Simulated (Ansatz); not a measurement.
A run of Ansatz (development build ahead of 0.2.0) on doublet H₂Cl at this shape:

```tsv
atom	x (Å)	y (Å)	z (Å)
Cl	0.0000	0.0000	0.0000
H	0.0000	0.0000	2.9260
H	0.0000	2.2414	-1.8808
```

Its results:

| Property | Result |
| --- | --- |
| Converged | yes |
| Total energy | -460.95763 hartree |
| Spin squared of the determinant | 0.750 |
| Stability test | minimum among restricted orbitals |

(1) Which input gives this output? Name the method, the orbitals and the basis set, and write the input.

## Answers

(1) PBE (restricted open-shell) in pcseg-2.

```yaml
crystal:
  periodic: [false, false, false]
  atoms:
    - { symbol: Cl, position_ang: [0.0, 0.0, 0.0] }
    - { symbol: H, position_ang: [0.0, 0.0, 2.926] }
    - { symbol: H, position_ang: [0.0, 2.2414, -1.8808] }
basis:
  gaussian: { orbitals: pcseg-2 }
magnetization:
  initial_magnetization: 1
hamiltonian:
  xc: pbe
```

Caution: stretched shape with no unrestricted run beside it, a lower state can exist; charge can spread falsely over distant fragments.
